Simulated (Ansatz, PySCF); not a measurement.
Species: NaCl, charge 0, singlet. NaCl (SMILES [Na][Cl]).
B3LYP-D3(BJ)/def2-TZVP minimum from Ansatz (a quantum-chemistry and plane-wave program):
```xyz
2

Na     0.0000     0.0000    -1.4348
Cl     0.0000     0.0000     0.9284
```

Quantity: enthalpy of formation at 298 K (by atomisation, with ideal-gas terms from PySCF's Hessian at B3LYP-D3(BJ)/def2-TZVP and the atoms' measured values of the G2/97 table; no spin-orbit terms), in kJ/mol. UHF or UKS for unpaired electrons; spin-orbit terms are left out. Correlated methods leave the cores frozen. No relativity. CBS(X,Y): correlation extrapolated as X^-3, Hartree-Fock from the larger set. A bracket is a step between two methods taken in the basis named. Double hybrids freeze cores in their MP2 part. Full CI freezes restricted core orbitals, also for open shells; the composite that ends in it estimates full CI at the basis-set limit. For partners of very few electrons the exact lower level stands in for a higher one.

Measured: -43.6 kcal/mol, -182.4 kJ/mol (G2/97 table in ASE (Curtiss et al.)); atomic spin-orbit terms, which the calculations lack, would raise the computed values.

**Question.** How far off this value is PBE/def2-TZVPD (Ansatz), in which direction, and which of these levels come nearer: r2SCAN/def2-TZVPD, B3LYP/def2-TZVPD, PBE0/def2-TZVPD, wB97M-V/def2-TZVPD, B2PLYP/def2-TZVPD, CCSD(T)/CBS(def2-TZVPP,def2-QZVPP)?

**Answer.** PBE gives -167.0 kJ/mol, 15.4 kJ/mol above it. Errors of the others: r2SCAN/def2-TZVPD (Ansatz) 3.3; B3LYP/def2-TZVPD (Ansatz) 21.9; PBE0/def2-TZVPD (Ansatz) 18.4; wB97M-V/def2-TZVPD (Ansatz) -0.7; B2PLYP/def2-TZVPD (Ansatz) 15.4; CCSD(T)/CBS(def2-TZVPP,def2-QZVPP) (Ansatz) -7.5; CCSD(T)/CBS(def2-TZVPP,def2-QZVPP) + [CCSDT(Q) - CCSD(T)]/def2-QZVPP + [FCI - CCSDT(Q)]/def2-SVP (Ansatz) -7.3 kJ/mol. Nearer than PBE: r2SCAN/def2-TZVPD, wB97M-V/def2-TZVPD, CCSD(T)/CBS(def2-TZVPP,def2-QZVPP), CCSD(T)/CBS(def2-TZVPP,def2-QZVPP) + [CCSDT(Q) - CCSD(T)]/def2-QZVPP + [FCI - CCSDT(Q)]/def2-SVP.
